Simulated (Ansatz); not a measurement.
A ladder of methods for [B2H5]− (SMILES B[BH3-])

[B2H5]− has 7 atoms, charge -1, and is taken as a singlet. SMILES: `B[BH3-]`. The shape is that of a GFN2-xTB optimisation.

```xyz
7

B     0.2100   -0.8136    0.4743
B    -0.1199    0.6135   -0.3494
H     1.2622   -1.1283    0.9690
H    -0.6063   -1.6782    0.6575
H    -0.5315    0.3716   -1.4951
H    -1.0422    1.2301    0.2075
H     0.8278    1.4050   -0.4638
```

Quantity: the energy change with the B1–H4 bond stretched from 1.203 to 1.504 Å, in eV. The values are calculated.

```
                        level                    kind  program  value (eV)  less FCI/STO-3G  CPU time (all runs)
    SVWN5/STO-3G (restricted)                     LDA   Ansatz        0.86            +0.02                1.2 s
     BLYP/STO-3G (restricted)                     GGA   Ansatz        0.79            -0.05                1.9 s
  r2SCAN0/STO-3G (restricted)         hybrid meta-GGA   Ansatz        0.97            +0.13                4.2 s
CAM-B3LYP/STO-3G (restricted)  range-separated hybrid   Ansatz        0.95            +0.11                2.2 s
   B2PLYP/STO-3G (restricted)           double hybrid   Ansatz        0.94            +0.10                2.7 s
  RPA@PBE/STO-3G (restricted)                     RPA   Ansatz        0.78            -0.06                2.8 s
    CCSDT/STO-3G (restricted)   coupled cluster or CI   Ansatz        0.84             0.00               0.48 s
   CCSDTQ/STO-3G (restricted)   coupled cluster or CI   Ansatz        0.84             0.00                7.5 s
                   FCI/STO-3G      exact in the basis   Ansatz        0.84             0.00                 29 s
```

FCI/STO-3G is exact within its basis and frozen core, so for wave-function methods in that basis the difference is their error; functionals converge differently with the basis, so for them it is only a difference. Sets without diffuse functions describe the anion poorly. The first shape isn't each level's own minimum. The values span 0.78 to 0.97 eV. All rows use very small basis sets, so even the best lies far from the true value. Times are those of the runs behind each value, whatever else they computed, on shared processors of several kinds: orders of magnitude only.
